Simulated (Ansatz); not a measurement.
## C₄H₇NO, SMILES CCOCC#N: a comparison of dispersion corrections

Computed with Ansatz 0.2.0 through its Python package.

The script, `run_disp.py`:
```python
"""Dispersion corrections for C4H7NO."""

import logging
import sys

import ansatz as az

logging.basicConfig(stream=sys.stdout, format="%(levelname)s:%(name)s:%(message)s")
log = logging.getLogger("run")
log.setLevel(logging.INFO)

GEOMETRY = """
C    -2.00890    0.37130    0.05460
C    -0.57290    0.09130    0.45230
O     0.11250   -0.43350   -0.68430
C     1.48170   -0.76000   -0.40600
C     2.34790    0.42880   -0.33450
N     3.03920    1.35900   -0.25460
H    -2.57610    0.77380    0.89850
H    -2.04710    1.08910   -0.77150
H    -2.49760   -0.54390   -0.29560
H    -0.09630    1.01860    0.78720
H    -0.55040   -0.63990    1.26770
H     1.82360   -1.40010   -1.22610
H     1.54440   -1.35450    0.51240
"""


def main() -> None:
    mol = az.Crystal.molecule()
    for line in GEOMETRY.strip().splitlines():
        symbol, *xyz = line.split()
        mol = mol.atom(symbol, [float(v) for v in xyz])

    model = mol.calculation().basis(gaussian="def2-SVP")
    for name in ["blyp", "pbe"]:
        for correction in ("d3bj", "d4"):
            rep = model.functional(name, dispersion=correction).run().report
            log.info(f"{name:8s} {correction:5s} total {rep['free_energy_ev']:.5f} eV, of which dispersion {1000 * rep['dispersion']['energy']['ev']:.2f} meV")


if __name__ == "__main__":
    main()
```

`python run_disp.py` gives:
```text
INFO:run:blyp     d3bj  total -7789.80611 eV, of which dispersion -496.79 meV
INFO:run:blyp     d4    total -7789.80724 eV, of which dispersion -497.91 meV
INFO:run:pbe      d3bj  total -7782.89854 eV, of which dispersion -243.11 meV
INFO:run:pbe      d4    total -7782.87938 eV, of which dispersion -223.96 meV
```

Caveats:
- Total energies depend on the basis set; only differences at equal settings carry meaning.
- The geometry is a force-field or estimated start, not a minimum of this method, and the basis set is short of its limit. D4 holds the three-body term, and d3bj doesn't.
- Timing: 14 s on 1 thread of Intel(R) Xeon(R) Platinum 8259CL CPU @ 2.50GHz (Skylake/Cascade Lake), with other jobs on the host, peak memory 0.21 GiB.

(Lines on the test bed's own set-up are left out of the output.)
